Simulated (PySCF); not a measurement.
## Protonation sites of hydrogen cyanide

Molecule: `C#N` (CHN). Non-hydrogen atoms are numbered in `[CH:1]#[N:2]`.

Level of theory: ωB97X-D3(BJ)/def2-TZVP single points in PySCF, grid level 2; every species was optimised with PBE0-D3(BJ)/def2-SVP. ωB97X-D3(BJ) is ωB97X-V with D3(BJ) in place of VV10. Zero-point and thermal terms (298.15 K, 1 bar) come from unscaled PBE0-D3(BJ)/def2-SVP harmonic frequencies, with soft modes damped to free rotors in the entropy.

```tsv
site	product	PA / kcal/mol	GB / kcal/mol
N2 (nitrile nitrogen)	C#[NH+]	171.6	164.1
```

PA is −ΔH and GB is −ΔG of B + H⁺ → BH⁺ in the gas phase.

Measured values (NIST Chemistry WebBook, evaluated or the median of agreeing entries): proton affinity (−ΔH) 713 kJ/mol (computed 718, difference 5); gas-phase basicity (−ΔG) 682 kJ/mol (computed 687, difference 5).

---

Where does methylamidogen anion take a proton?

Molecule: methylamidogen anion, `C[NH-]` ([CH4N]-). Atom numbers as in the mapped SMILES `[CH3:1][NH-:2]`.

These are calculated values, B3LYP-D3(BJ)/ma-def2-TZVP in PySCF (grid level 2) at geometries from PBE0-D3(BJ)/ma-def2-SVP. The prefix ma- adds one diffuse s and one diffuse p function on all atoms but H. Zero-point and thermal terms (298.15 K, 1 bar) come from unscaled PBE0-D3(BJ)/ma-def2-SVP harmonic frequencies, with soft modes damped to free rotors in the entropy.

| site | product | PA / kcal/mol | GB / kcal/mol |
| --- | --- | --- | --- |
| N2 (nitrogen) | `CN` | 401.6 | 394.1 |

PA is −ΔH and GB is −ΔG of B + H⁺ → BH⁺ in the gas phase. Sites whose products fell apart, merged with another or lost in a GFN2-xTB screen aren't listed.

Structures, frequencies and single points took 38 s of wall time on 1 thread of Arm Neoverse V1 (shared host), launched as `OMP_NUM_THREADS=1 python redox_run.py task.json out`.

---

Proton affinity of methoxide, site by site

Parent: methoxide, `C[O-]` ([CH3O]-). Numbering: `[CH3:1][O-:2]`

Level of theory: ωB97X-D3(BJ)/ma-def2-TZVP single points in PySCF, grid level 2; every species was optimised with PBE0-D3(BJ)/ma-def2-SVP. Thermal corrections: PBE0-D3(BJ)/ma-def2-SVP frequencies, unscaled, ideal gas at 298.15 K and 1 bar, quasi-RRHO entropy.

```
               site  product  PA / kJ/mol  GB / kJ/mol
O2 (anionic oxygen)       CO         1601         1573
```

PA is −ΔH and GB is −ΔG of B + H⁺ → BH⁺ in the gas phase. Sites whose products fell apart, merged with another or lost in a GFN2-xTB screen aren't listed.

Run with `OMP_NUM_THREADS=1 python redox_run.py task.json out` on 1 thread of Arm Neoverse V1, a shared host. Structures, frequencies and single points: 25 s of wall time.
